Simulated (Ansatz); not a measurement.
This script drives Ansatz 0.2.0 through its Python package.

Script `relaxed_scan_ch5si.py`:
```python
'''One bond of CH5Si held at set lengths while the rest relaxes.'''

import ansatz as az
import numpy as np

geometry_ang = [
    ('C', (-0.15, -1.1281, 0.046)),
    ('Si', (0.1125, 0.6903, -0.0291)),
    ('H', (-1.2065, -1.4388, 0.3185)),
    ('H', (0.6662, -1.762, -0.2283)),
    ('H', (-0.2104, 1.2077, -1.3936)),
    ('H', (-0.723, 1.4019, 0.977)),
    ('H', (1.5725, 0.9611, 0.2638)),
]
system = az.Crystal.molecule()
for symbol, xyz in geometry_ang:
    system = system.atom(symbol, xyz)

calc = (
    system.calculation()
    .basis(gaussian='def2-SVP')
    .functional('pbe0')
    .spin('collinear', total=1)
)
symbols = [site.symbol for site in system.cartesian_sites]
pairs = [(0, 1), (0, 2), (0, 3), (1, 4), (1, 5), (1, 6)]
print('held (A)   E (eV)        ', '  '.join(f'{symbols[i]}{i}-{symbols[j]}{j}' for i, j in pairs))
for length in [1.37, 1.49, 1.61, 1.79, 2.01]:
    rep = calc.relax(constraints=[az.DistanceConstraint((1, 5), at=length)], force_tolerance=0.02, max_steps=60).run().report
    xyz = np.array(rep['positions_ang'])
    print(f'{length:6.2f} {rep["free_energy_ev"]:14.5f}  ', '  '.join(f'{np.linalg.norm(xyz[i] - xyz[j]):.3f}' for i, j in pairs))
```

It is started by `python relaxed_scan_ch5si.py`. Estimate its wall time and peak memory on 1 thread of Arm Neoverse V2 (shared host).

It took about 100 s, with a peak of 0.2 GiB, for 5 runs of the engine.

```console
$ python relaxed_scan_ch5si.py
held (A)   E (eV)         C0-Si1  C0-H2  C0-H3  Si1-H4  Si1-H5  Si1-H6
DeckWarning: relax.constraints: the input's atoms, or those drawn, lie off the distances that are held; a relaxation that starts there is brought onto them ahead of its first SCF, by positions alone, [...]
  1.37    -8985.98535   1.853  1.096  1.096  1.501  1.370  1.499
  1.49    -8986.15125   1.851  1.095  1.095  1.501  1.490  1.495
  1.61    -8986.06403   1.848  1.096  1.096  1.494  1.610  1.494
  1.79    -8985.67373   1.840  1.096  1.096  1.492  1.790  1.492
  2.01    -8985.03428   1.828  1.095  1.095  1.489  2.010  1.489
```
(Warnings from the package without file and line, shortened, repeats left out.)

Reading the output:
- Total energies depend on the basis set; only differences at equal settings carry meaning.
- The energies are electronic: no zero-point or thermal terms, and the basis set is short of its limit.
- The run takes the species as open-shell (spin multiplicity 2), which needn't be its ground state.
